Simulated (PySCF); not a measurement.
# C6H6: the cost of one run

The runs use PySCF 2.14.0, with density-fitted response routines of our own; the level of theory stands in each step. All values are computed, except where a source is named. Atoms are numbered from 0 throughout.

### 1 Starting geometry

12 atoms, charge 0, multiplicity 1; geometry from: MMFF94s. The atoms were then displaced at random by about 0.03 Å, so the start is not that level's minimum.

Bonds of the start (Å): C0–C1 1.38, C1–C2 1.37, C2–C3 1.56, C3–C4 1.33, C4–C5 1.43, C5–C0 1.33, C0–H6 1.16, C1–H7 1.02, C2–H8 1.04, C3–H9 1.04, C4–H10 1.07, C5–H11 1.09.

### 2 Geometry optimisation at PBE0-D3(BJ)/def2-SVP

Job settings and geometry (Å):

```
{"job": {"xc": "PBE0", "basis": "def2-SVP", "d3": "d3bj", "grid": 1, "shake": 0.03, "kind": "geom"}, "charge": 0, "multiplicity": 1}
C     -0.736160     1.067270     0.045750
C     -1.405820    -0.129600    -0.064340
C     -0.651990    -1.266920    -0.117040
C      0.897080    -1.137170    -0.043790
C      1.380350     0.095980     0.026210
C      0.579670     1.274420     0.083930
H     -1.389920     2.029210     0.059820
H     -2.424440    -0.190060    -0.118110
H     -1.057640    -2.225400    -0.103990
H      1.410560    -2.042510    -0.029010
H      2.444220     0.197660     0.129430
H      1.069570     2.244360     0.182150
```

The run is started by

```bash
$ OMP_NUM_THREADS=1 python probes_run.py task.json out
```

The driver reads the jobs from task.json and runs them one after another.

**Question.** How long does this first job take on 1 thread of Arm Neoverse V1, shared host, and how much memory does it need?

About 47 s, with a peak of 0.47 GiB.
